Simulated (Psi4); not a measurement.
# Which level was it?

F2 has 2 atoms, charge 0, and is taken as a singlet. SMILES: `FF`. Geometry: optimised at PBE0/def2-TZVP.

```xyz
2

F    -0.5481    0.3064   -0.2954
F     0.5792   -0.2128    0.2980
```

Orbital energies are those of the mean-field step.

A calculation with Psi4 1.11 gave:

```
total energy  : -199.3388 Eh
HOMO energy   : -17.93 eV
LUMO energy   : 2.93 eV
HOMO–LUMO gap : 20.86 eV
```

Question: Which of these levels gave the numbers?
A. CCSD(T)/def2-TZVPP (density fitting, density fitting for correlation)
B. wB97M-V/def2-TZVPP (density fitting)
C. PBE0-D4/def2-TZVP (density fitting)
D. MP2/def2-QZVPP (density fitting, density fitting for correlation)

Answer: D. The others give -199.3047 Eh (CCSD(T)/def2-TZVPP (density fitting, density fitting for correlation)), -199.5509 Eh (wB97M-V/def2-TZVPP (density fitting)), -199.4087 Eh (PBE0-D4/def2-TZVP (density fitting)).
